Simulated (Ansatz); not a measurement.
**SiNH₅ + HCl: a complex and its separated parts**

Aim: how far the complex at one end of a reaction step lies below its separated, relaxed parts, level by level.

Program: Ansatz 0.2.0, Gaussian basis. Level of theory: PBE0-D4/def2-TZVP structures, single points in def2-TZVPP, no counterpoise correction. These are calculated values, not measurements.

Levels: SPW92, PBE-D4, BLYP-D4, r2SCAN-D4, B97M-V, PBE0-D4, B3LYP-D4, r2SCAN0-D4, BHLYP-D4, CAM-B3LYP-D4, wB97X-V, wB97M-V, B2PLYP, PBE-QIDH, RPA on PBE, Hartree-Fock, MP2, CCSD, CCSD(T).

Correlated methods freeze the cores. B3LYP uses VWN-RPA correlation. B2PLYP carries no dispersion term here.

78 further runs of the same task are left out: 78 set aside as unsound or not needed.

### Step 1. Starting geometry

The complex: 9 atoms, charge 0, spin multiplicity 1.

Atoms are counted from 1 here; the program's logs count them from 0.

Bond lengths: Si1–N2 1.752 Å, Si1–H3 1.481 Å, Si1–H4 1.481 Å, Si1–H5 1.489 Å, N2–H8 1.012 Å, N2–H9 1.012 Å, H6–Cl7 1.334 Å. Angles: N2–Si1–H3 106.9°, N2–Si1–H4 106.9°, N2–Si1–H5 113.5°, H3–Si1–H4 111.5°, H3–Si1–H5 109.1°, H4–Si1–H5 109.1°, Si1–N2–H8 116.0°, Si1–N2–H9 116.0°, H8–N2–H9 108.5°.

As a file:

| atom | x (Å) | y (Å) | z (Å) |
| --- | --- | --- | --- |
| Si1 | -0.3780 | -0.4163 | -1.0151 |
| N2 | -0.0097 | -0.3913 | 0.6974 |
| H3 | -1.3332 | 0.6875 | -1.2662 |
| H4 | 0.8994 | -0.2011 | -1.7332 |
| H5 | -0.9834 | -1.6966 | -1.4732 |
| H6 | 0.6896 | 1.1635 | 1.0841 |
| Cl7 | 1.2227 | 2.3519 | 1.3737 |
| H8 | 0.6955 | -1.0468 | 1.0095 |
| H9 | -0.8031 | -0.4507 | 1.3231 |

Its parts: SiNH₅ holds atoms 1, 2, 3, 4, 5, 8, 9; HCl holds atoms 6, 7. Each part counts its atoms afresh in its own runs.

### Step 2. Relaxing SiNH₅ alone

Input file relax-a/in.yaml:

```yaml
crystal:
  periodic: [false, false, false]
  atoms:
    - {symbol: Si, position_ang: [-0.377982, -0.416275, -1.015093]}
    - {symbol: N, position_ang: [-0.009675, -0.391273, 0.697429]}
    - {symbol: H, position_ang: [-1.333241, 0.687470, -1.266226]}
    - {symbol: H, position_ang: [0.899445, -0.201107, -1.733237]}
    - {symbol: H, position_ang: [-0.983441, -1.696648, -1.473238]}
    - {symbol: H, position_ang: [0.695541, -1.046799, 1.009487]}
    - {symbol: H, position_ang: [-0.803090, -0.450737, 1.323058]}
basis:
  gaussian: {orbitals: def2-TZVP}
hamiltonian: {xc: pbe0, dispersion: d4}
relax: {f_tol: 0.005, max_steps: 200}
```

Run with:

```console
ansatz run in.yaml --threads 2 --pin off --events-out ev --progress --plain --max-ram 4352MiB
```

The runs that follow: Relaxing HCl alone; SPW92/def2-TZVPP; PBE-D4/def2-TZVPP; BLYP-D4/def2-TZVPP; r2SCAN-D4/def2-TZVPP; B97M-V/def2-TZVPP; PBE0-D4/def2-TZVPP; B3LYP-D4/def2-TZVPP; r2SCAN0-D4/def2-TZVPP; BHLYP-D4/def2-TZVPP; CAM-B3LYP-D4/def2-TZVPP; wB97X-V/def2-TZVPP; wB97M-V/def2-TZVPP; B2PLYP/def2-TZVPP; PBE-QIDH/def2-TZVPP; RPA on PBE/def2-TZVPP; CCSD(T)/def2-TZVPP; Vibrations of SiNH₅; Vibrations of HCl.

Q: Predict the outcome of this session. Wanted: complex less parts, CCSD(T)/def2-TZVPP; with zero-point energy; largest T1 diagnostic.

**Answer**, as computed:

| quantity | value |
| --- | --- |
| complex less parts, CCSD(T)/def2-TZVPP | -6.0 kcal/mol |
| with zero-point energy | -4.0 kcal/mol |
| largest T1 diagnostic | 0.009 |

**Reading.** At CCSD(T) the complex lies 6.0 kcal/mol below its parts. Among the functionals B2PLYP lands nearest to CCSD(T) (-0.1 kcal/mol) and SPW92 farthest (-7.0 kcal/mol). By rung, the mean size of the error is: LDA 7.0, GGA 3.0, meta-GGA 1.4, hybrid 1.6, range-separated hybrid 0.8, double hybrid 0.5 kcal/mol. PBE-D4 gives a relative energy 3.5 kcal/mol too low, outside chemical accuracy (1 kcal/mol). No counterpoise was applied, and triple zeta lacks some correlation, so the CCSD(T) reference has a basis error of its own, and close matches with it are partly luck.
